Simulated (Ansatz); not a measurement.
SnSe (Pnma, No. 62)

Level of theory: LDA in Ansatz (plane waves, PAW).

Numerical settings: plane-wave cutoff 520 eV, 4×8×8 k mesh (along the axes of the cell as run), Fermi–Dirac smearing 0.01 eV, scalar-relativistic PAW data made under PBE.

Cell (relaxed at this level):

```cif
data_Se4Sn4
_chemical_formula_sum 'Sn4 Se4'
_space_group_name_H-M_alt 'P 1'
_space_group_IT_number 1
_cell_length_a 11.31010
_cell_length_b 4.11361
_cell_length_c 4.32024
_cell_angle_alpha 90.000
_cell_angle_beta 90.000
_cell_angle_gamma 90.000
loop_
_space_group_symop_operation_xyz
  'x, y, z'
loop_
_atom_site_label
_atom_site_type_symbol
_atom_site_fract_x
_atom_site_fract_y
_atom_site_fract_z
_atom_site_occupancy
Sn1 Sn 0.61715 0.75000 0.40417 1
Sn2 Sn 0.38285 0.25000 0.59583 1
Sn3 Sn 0.88285 0.25000 0.90417 1
Sn4 Sn 0.11715 0.75000 0.09583 1
Se1 Se 0.14239 0.25000 0.52426 1
Se2 Se 0.85761 0.75000 0.47574 1
Se3 Se 0.35761 0.75000 0.02426 1
Se4 Se 0.64239 0.25000 0.97574 1
```

For SnSe (Pnma, No. 62), the band gap is 0.33 eV, the smallest direct gap on the k points sampled is 0.44 eV and the Γ–Γ gap is 1.09 eV.

Measured, for comparison: band gap 0.91 eV (temperature not stated, not corrected to a static lattice, compiled measured gap; kind and temperature not stated; as tabulated in Kothakonda et al. (2022), arXiv:2208.02841).

Spin–orbit coupling is not included.

The computed numbers hold no vibrational or temperature effects.

Cost on a shared machine: roughly 5 core-minutes.

Ansatz is a first-principles code.
